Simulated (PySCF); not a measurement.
Molecule: `C[Si](C)(C)C`, C4H12Si.

Mapped SMILES: `[CH3:1][Si:2]([CH3:3])([CH3:4])[CH3:5]` (H(Xn): hydrogen on atom n).

Geometry PBE0-D3(BJ)/def2-SVP throughout; GIAO in PySCF, gas phase, one conformer, non-relativistic; equivalent atoms averaged; functional PBE0.

**Question.** How do the absolute shieldings σ depend on the basis set? (ppm; last column core-seconds on shared hosts with different chips, so compare them loosely)

**Answer.** 
| basis set | functions | C1/C3/C4/C5 | Si2 | H(C1)/H(C3)/H(C4)/H(C5) | core-s |
| --- | --- | --- | --- | --- | --- |
| STO-3G | 41 | 234.7 | 517.6 | 32.60 | 5.1 |
| 6-31G | 73 | 199.5 | 444.8 | 32.61 | 9.9 |
| pcSseg-0 | 73 | 193.5 | 348.6 | 32.83 | 5.8 |
| 6-31G* | 98 | 194.1 | 418.1 | 31.96 | 14 |
| def2-SVP | 134 | 193.7 | 407.2 | 31.34 | 19 |
| cc-pVDZ | 134 | 196.8 | 418.7 | 31.29 | 12 |
| pcSseg-1 | 152 | 184.4 | 352.0 | 31.27 | 11 |
| 6-311+G(2d,p) | 215 | 186.5 | 344.5 | 31.51 | 39 |
| aug-cc-pVDZ | 227 | 195.1 | 416.8 | 31.39 | 27 |
| def2-TZVP | 233 | 186.7 | 331.6 | 31.48 | 43 |
| IGLO-III | 304 | 183.8 | 345.4 | 31.37 | 46 |
| cc-pVTZ | 322 | 187.3 | 360.0 | 31.29 | 46 |

**Question.** Which nucleus moves most, in ppm?

**Answer.** Si2 (silicon bonded to 4 C): from 331.6 ppm with def2-TZVP to 517.6 ppm with STO-3G. The smallest spread is 1.56 ppm, at H(C1)/H(C3)/H(C4)/H(C5). Proton shifts span only some 12 ppm, so a few tenths of a ppm matter as much there as several ppm in carbon.

**Question.** Taking the largest basis, cc-pVTZ (322 functions), as the yardstick, rank the others by their worst heavy-atom deviation.

**Answer.** pcSseg-1 8.0 ppm (152 functions), pcSseg-0 11.5 ppm (73 functions), IGLO-III 14.6 ppm (304 functions), 6-311+G(2d,p) 15.6 ppm (215 functions), def2-TZVP 28.4 ppm (233 functions), def2-SVP 47.2 ppm (134 functions), aug-cc-pVDZ 56.7 ppm (227 functions), 6-31G* 58.1 ppm (98 functions), cc-pVDZ 58.6 ppm (134 functions), 6-31G 84.7 ppm (73 functions), STO-3G 157.6 ppm (41 functions).

A small basis that lands close on one nucleus may do so by chance; judge by the trend and by all nuclei.
